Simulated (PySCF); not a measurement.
## Unknown compound

Molecular formula: C3H6F2. Simulated spectra:

$^{1}$H NMR (400 MHz, computed): δ 1.49 (m, 6H).

$^{13}$C{$^{1}$H} NMR (computed): δ 130.6 (C), 26.6 (CH3).

Rapidly exchanging positions averaged, gas phase, single conformer, non-relativistic Hamiltonian. NMR shieldings at B97-2/pcSseg-2/GIAO; geometry from PBE0-D3(BJ)/def2-TZVP; PySCF.

Shifts are taken against calculated references (same method and geometry level): TMS for $^{1}$H and $^{13}$C.

Question: Deduce the structure.

Answer: 
- The formula gives 0 degrees of unsaturation.
- 2 carbon signals for 3 carbons: some carbons are equivalent by symmetry or fast rotation.
- Carbon types of the structure: 1 × C, 2 × CH3, which accounts for all hydrogens.
- δC 130.6: fully substituted sp3 carbon bonded to 2 F; 2 electronegative neighbours deshield it.
- δC 26.6: methyl carbon; aliphatic region, no heteroatom directly attached.
- δH 1.49: hydrogen on a methyl carbon.

The compound is 2,2-difluoropropane (CC(C)(F)F).

The shifts were computed for this structure.

Splittings by $^{19}$F in the carbon and heteronuclear signals aren't shown, as no couplings were computed. Shifts are as computed. Against solution values, carbons near 30 ppm lie about +3 ppm off and those near 130 ppm about +7 ppm. Of 1211 compounds with measured shifts, 218 miss one by over three times the rms of a fit or turn the order of signals round; such compounds aren't used in these exercises.
